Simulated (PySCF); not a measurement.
Molfile (atoms numbered from 1):
```
C4H7FO
     RDKit          3D

 13 12  0  0  0  0  0  0  0  0999 V2000
   -0.6533   -1.2561    0.2544 C   0  0  0  0  0  0  0  0  0  0  0  0
   -0.1008    0.0051   -0.4009 C   0  0  0  0  0  0  0  0  0  0  0  0
    1.3572    0.2643    0.0036 C   0  0  0  0  0  0  0  0  0  0  0  0
   -0.9149    1.1966   -0.0040 C   0  0  0  0  0  0  0  0  0  0  0  0
   -1.7313    1.3232    0.8364 O   0  0  0  0  0  0  0  0  0  0  0  0
   -0.5879    2.2812   -0.7761 F   0  0  0  0  0  0  0  0  0  0  0  0
   -0.0610   -2.1185   -0.0400 H   0  0  0  0  0  0  0  0  0  0  0  0
   -1.6858   -1.4219   -0.0430 H   0  0  0  0  0  0  0  0  0  0  0  0
   -0.6225   -1.1617    1.3370 H   0  0  0  0  0  0  0  0  0  0  0  0
   -0.1486   -0.0790   -1.4926 H   0  0  0  0  0  0  0  0  0  0  0  0
    1.9716   -0.5829   -0.2891 H   0  0  0  0  0  0  0  0  0  0  0  0
    1.7394    1.1576   -0.4845 H   0  0  0  0  0  0  0  0  0  0  0  0
    1.4336    0.3925    1.0811 H   0  0  0  0  0  0  0  0  0  0  0  0
  1  2  1  0
  2  3  1  0
  2  4  1  0
  4  5  2  0
  4  6  1  0
  1  7  1  0
  1  8  1  0
  1  9  1  0
  2 10  1  0
  3 11  1  0
  3 12  1  0
  3 13  1  0
M  END
```

Method: geometry from GFN2-xTB, shieldings: GIAO PBE0/pcSseg-1, in PySCF (a single conformation, no solvent model, relativity neglected, rapidly exchanging positions averaged).

Scale: ¹³C (σref 186.93) and ¹H (σref 31.72) vs TMS; H2O for ¹⁷O (σref 336.08); CFCl3 for ¹⁹F (σref 170.95) (reference shieldings calculated alike).

```csv
atoms,nucleus,count,Hirshfeld charge,δ (ppm)
C4,¹³C,1,0.25,176.1
H7/H8/H9/H11/H12/H13,¹H,6,0.05,1.31
C2,¹³C,1,-0.02,36.2
O5,¹⁷O,1,-0.22,?
F6,¹⁹F,1,-0.10,45.0
C1/C3,¹³C,2,-0.11,?
H10,¹H,1,0.05,2.59
```

Question: Estimate the values marked ?.

Answer: 
- C1/C3: 20.6 ppm, methyl carbon; a saturated carbon with 1 carbon neighbour and no heteroatom attached
- O5: 446.1 ppm, carbonyl oxygen

Shifts are as computed. Against solution values, carbons near 30 ppm lie about +3 ppm off and those near 130 ppm about +5 ppm. Of 1211 compounds with measured shifts, 218 miss one by over three times the rms of a fit or turn the order of signals round; such compounds aren't used in these exercises. Unscaled 19F shifts against computed CFCl3 carry errors that often reach 10 to 50 ppm. Unscaled 17O shifts of doubly bonded oxygen tend to come out too high, by tens of ppm or more. Experimental scales use liquid or dissolved standards, which lie at an offset from isolated H2O (liquid H2O: subtract about 36 ppm).
